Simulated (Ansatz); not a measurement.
Write a Python script for Ansatz's Python interface that makes a single point in a Gaussian basis of C3H5F2S, SMILES [CH2]C(S)C(F)F. Level of theory: B2GP-PLYP, def2-SVPD basis, multiplicity 2.

Input file `c3h5f2s.xyz`:
```text
11

C     1.51060   -0.16390   -0.45400
C    -0.01410   -0.13150   -0.40950
S    -0.65230   -1.77770    0.04970
C    -0.51240    0.93170    0.57370
F    -0.05440    2.18110    0.19410
F    -0.07380    0.65650    1.85780
H     1.86000   -0.86290   -1.24330
H     1.93340   -0.47120    0.52640
H    -0.38830    0.11900   -1.42560
H    -1.98590   -1.43190   -0.24160
H    -1.62280    0.95090    0.57230
```

Script `c3h5f2s_energy.py`:
```python
"""Single point of C3H5F2S in a Gaussian basis."""

from dataclasses import dataclass
from pathlib import Path

import ansatz as az


@dataclass
class RunConfig:
    basis_set: str = "def2-SVPD"


opts = RunConfig()

system = az.Crystal.molecule_from_extxyz("c3h5f2s.xyz")

base = (
    system.calculation()
    .basis(gaussian=opts.basis_set)
    .functional(az.LibraryFunctional("B2GP-PLYP"))
    .spin("collinear", total=1)
    .scf(lower_state_search="light")
    .orbitals()
)
print(base.to_yaml())
res = base.run(threads=1, pin="off", runs_dir="out")
report = res.report

print(f"E = {report['free_energy_ev']:.6f} eV = {report['free_energy_ev'] / 27.211386246:.7f} Ha")
print("converged:", report["converged"], " doubts:", report["published_state_doubts"] or "none")

lines = Path(report["orbitals_path"]).read_text().splitlines()
field_of = lambda key: [line.split("=")[1].strip() for line in lines if line.startswith(key)]
orbitals = [(27.211386 * float(e), s, float(n)) for e, s, n in zip(field_of("Ene="), field_of("Spin="), field_of("Occup="))]
homo = max(e for e, _, n in orbitals if n > 0.5)
lumo = min(e for e, _, n in orbitals if n < 0.5)
for e, spin, n in sorted(orbitals):
    if homo - 15 < e < lumo + 5:
        print(f"{spin:6s} {e:10.3f} eV  occupation {n:.0f}")
```

```console
$ python c3h5f2s_energy.py
crystal:
  periodic: [false, false, false]
  atoms:
    - { symbol: C, position_ang: [1.5106, -0.1639, -0.454] }
    - { symbol: C, position_ang: [-0.0141, -0.1315, -0.4095] }
    - { symbol: S, position_ang: [-0.6523, -1.7777, 0.0497] }
    - { symbol: C, position_ang: [-0.5124, 0.9317, 0.5737] }
    - { symbol: F, position_ang: [-0.0544, 2.1811, 0.1941] }
    - { symbol: F, position_ang: [-0.0738, 0.6565, 1.8578] }
    - { symbol: H, position_ang: [1.86, -0.8629, -1.2433] }
    - { symbol: H, position_ang: [1.9334, -0.4712, 0.5264] }
    - { symbol: H, position_ang: [-0.3883, 0.119, -1.4256] }
    - { symbol: H, position_ang: [-1.9859, -1.4319, -0.2416] }
    - { symbol: H, position_ang: [-1.6228, 0.9509, 0.5723] }
basis:
  gaussian:
    orbitals: def2-SVPD
hamiltonian:
  xc:
    name: B2GP-PLYP
magnetization:
  spin_polarized: true
  initial_magnetization: 1.0
scf:
  lower_state_search: light
output:
  orbitals: {}

E = -19435.910726 eV = -714.2565450 Ha
converged: True  doubts: none
Alpha     -23.391 eV  occupation 1
Beta      -23.253 eV  occupation 1
Alpha     -23.170 eV  occupation 1
Beta      -22.334 eV  occupation 1
Alpha     -19.921 eV  occupation 1
Beta      -19.592 eV  occupation 1
Alpha     -18.660 eV  occupation 1
Beta      -18.604 eV  occupation 1
Alpha     -18.422 eV  occupation 1
Beta      -18.416 eV  occupation 1
Alpha     -17.410 eV  occupation 1
Beta      -17.308 eV  occupation 1
Alpha     -15.842 eV  occupation 1
Beta      -15.739 eV  occupation 1
Alpha     -15.144 eV  occupation 1
Beta      -15.067 eV  occupation 1
Alpha     -15.062 eV  occupation 1
Beta      -14.945 eV  occupation 1
Alpha     -14.778 eV  occupation 1
Beta      -14.671 eV  occupation 1
Alpha     -13.958 eV  occupation 1
Beta      -13.603 eV  occupation 1
Alpha     -13.209 eV  occupation 1
Beta      -12.915 eV  occupation 1
Alpha     -12.468 eV  occupation 1
Beta      -12.356 eV  occupation 1
Alpha     -11.871 eV  occupation 1
Beta      -11.737 eV  occupation 1
Alpha      -9.733 eV  occupation 1
Beta       -9.115 eV  occupation 1
Alpha      -9.111 eV  occupation 1
Beta       -0.378 eV  occupation 0
Alpha       0.897 eV  occupation 0
Beta        0.966 eV  occupation 0
Alpha       1.417 eV  occupation 0
Beta        1.507 eV  occupation 0
Alpha       1.956 eV  occupation 0
Beta        2.009 eV  occupation 0
Alpha       2.221 eV  occupation 0
Beta        2.236 eV  occupation 0
Alpha       2.370 eV  occupation 0
Beta        2.532 eV  occupation 0
Alpha       2.905 eV  occupation 0
Beta        2.926 eV  occupation 0
Alpha       3.170 eV  occupation 0
Beta        3.291 eV  occupation 0
Alpha       3.445 eV  occupation 0
Beta        3.483 eV  occupation 0
Alpha       3.774 eV  occupation 0
Beta        3.779 eV  occupation 0
Alpha       4.046 eV  occupation 0
Beta        4.117 eV  occupation 0
Alpha       4.542 eV  occupation 0
```

These settings explore the input space; basis and method may be short of convergence. The geometry is a force-field or estimated start, not a minimum of this method, and the basis set is short of its limit. The species is open-shell (spin multiplicity 2). Levels such as HOMO and LUMO are orbital energies: with these approximate functionals they aren't the ionisation energy and electron affinity, and their gap isn't the fundamental gap. For a double hybrid the total adds scaled second-order correlation to the self-consistent reference. Run time: 13 s on 1 thread of Intel(R) Xeon(R) 6975P-C (Granite Rapids), with other jobs on the host, peak memory 0.67 GiB.

(Lines on the test bed's own set-up are left out of the output.)
